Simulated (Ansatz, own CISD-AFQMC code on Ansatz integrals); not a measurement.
C2H7N, SMILES `CCN` (charge 0, multiplicity 1).

Cartesian coordinates (Å):
SMILES: CCN
```xyz
10

C      1.0125     0.3450     0.0786
C     -0.2697    -0.1475    -0.5748
N     -1.3737    -0.4243     0.3298
H      1.7945     0.5309    -0.6634
H      1.3955    -0.3914     0.7913
H      0.8397     1.2777     0.6237
H     -0.6154     0.5885    -1.3076
H     -0.0661    -1.0613    -1.1420
H     -1.6140     0.4081     0.8552
H     -1.1033    -1.1258     1.0092
```
Charge 0, spin multiplicity 1.

Frozen-core energies in cc-pVDZ from Ansatz (an electronic-structure program) at a geometry from PBE0-D3(BJ)/def2-TZVP; the HF reference has <S^2> = 0.00 and the T1 diagnostic is 0.007.

```json
[
 {"level": "HF", "energy (Ha)": "-134.26242", "difference from CCSDT(Q) (mHa)": "526.60"},
 {"level": "MP2", "energy (Ha)": "-134.73083", "difference from CCSDT(Q) (mHa)": "58.18"},
 {"level": "CCSD", "energy (Ha)": "-134.77412", "difference from CCSDT(Q) (mHa)": "14.90"},
 {"level": "CCSD(T)", "energy (Ha)": "-134.78746", "difference from CCSDT(Q) (mHa)": "1.56"},
 {"level": "CCSDT", "energy (Ha)": "-134.78818", "difference from CCSDT(Q) (mHa)": "0.84"},
 {"level": "phaseless AFQMC, CISD trial (own CISD-AFQMC code on Ansatz integrals; ±0.39 mHa)", "energy (Ha)": "-134.78865", "difference from CCSDT(Q) (mHa)": "0.37"},
 {"level": "CCSDT(Q)", "energy (Ha)": "-134.78902", "difference from CCSDT(Q) (mHa)": "0.00"}
]
```
